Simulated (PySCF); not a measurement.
CH₃NO, SMILES C=NO, point group Cs.

Force field and properties: B3LYP/pcSseg-1 (PySCF, grid level 2). Vibrational terms come from second-order perturbation theory with semi-diagonal cubic constants, by steps of ±0.6 along the normal coordinates of each isotopologue. The parent has the commonest isotopes.

Equilibrium geometry (Å):

| atom | x | y | z |
| --- | --- | --- | --- |
| C1 | -0.4130 | 1.3272 | -2.8314 |
| N2 | -0.2196 | 0.5126 | -1.8779 |
| O3 | -1.2207 | 0.6147 | -0.9050 |
| H4 | 0.3191 | 1.3165 | -3.6348 |
| H5 | -1.2643 | 2.0120 | -2.8626 |
| H6 | -0.9528 | -0.0482 | -0.2516 |

Task: How much do zero-point and thermal motion change the parent's shieldings?

Result: 
```json
{"atom": "C1", "σe (ppm)": "38.66", "anharmonic part, 0 K": "-2.02", "harmonic part, 0 K": "-2.96", "Δσ at 0 K": "-4.98", "Δσ at 100 K": "-5.04", "Δσ at 700 K": "-7.17"}
{"atom": "N2", "σe (ppm)": "-188.06", "anharmonic part, 0 K": "-4.63", "harmonic part, 0 K": "-7.35", "Δσ at 0 K": "-11.98", "Δσ at 100 K": "-12.10", "Δσ at 700 K": "-17.54"}
{"atom": "O3", "σe (ppm)": "70.99", "anharmonic part, 0 K": "-2.45", "harmonic part, 0 K": "-19.31", "Δσ at 0 K": "-21.76", "Δσ at 100 K": "-21.89", "Δσ at 700 K": "-27.74"}
{"atom": "H4", "σe (ppm)": "25.14", "anharmonic part, 0 K": "-0.17", "harmonic part, 0 K": "-0.40", "Δσ at 0 K": "-0.57", "Δσ at 100 K": "-0.57", "Δσ at 700 K": "-0.69"}
{"atom": "H5", "σe (ppm)": "24.34", "anharmonic part, 0 K": "-0.17", "harmonic part, 0 K": "-0.37", "Δσ at 0 K": "-0.53", "Δσ at 100 K": "-0.53", "Δσ at 700 K": "-0.66"}
{"atom": "H6", "σe (ppm)": "24.56", "anharmonic part, 0 K": "0.05", "harmonic part, 0 K": "-0.54", "Δσ at 0 K": "-0.48", "Δσ at 100 K": "-0.48", "Δσ at 700 K": "-0.46"}
```

Task: And the bond lengths, in the parent and with ²H at 4?

Result: 
```
 bond  re (Å)  ⟨r⟩ at 0 K  between mean positions  ⟨r⟩, labelled
C1–N2  1.2688      1.2745                  1.2732         1.2744
N2–O3  1.3998      1.4118                  1.4109         1.4117
C1–H4  1.0870      1.1079                  1.0916         1.1024
C1–H5  1.0931      1.1142                  1.0993         1.1143
O3–H6  0.9686      0.9895                  0.9629         0.9894
```

Task: What are the dipole moments?

Result: 0.251 D at equilibrium; averaged at 0 K: parent 0.281 D; ²H at 4 0.285 D; ¹⁵N at 2 0.281 D; ¹⁸O at 3, ²H at 4 0.284 D; ²H at 5 0.286 D; ²H at 6 0.269 D; ²H at 4, ²H at 5, ²H at 6 0.279 D. Measured: 0.44 D (NIST CCCBDB Release 22 (SRD 101), experimental dipoles).

Internal rotors are held in one well.

The study (212 SCF points, 66 basis functions) took 8.3 min on 1 thread of Intel Xeon @ 2.60GHz, shared host (rough), peak memory 0.37 GiB, launched as `OMP_NUM_THREADS=1 python ens_run.py task.json out`.
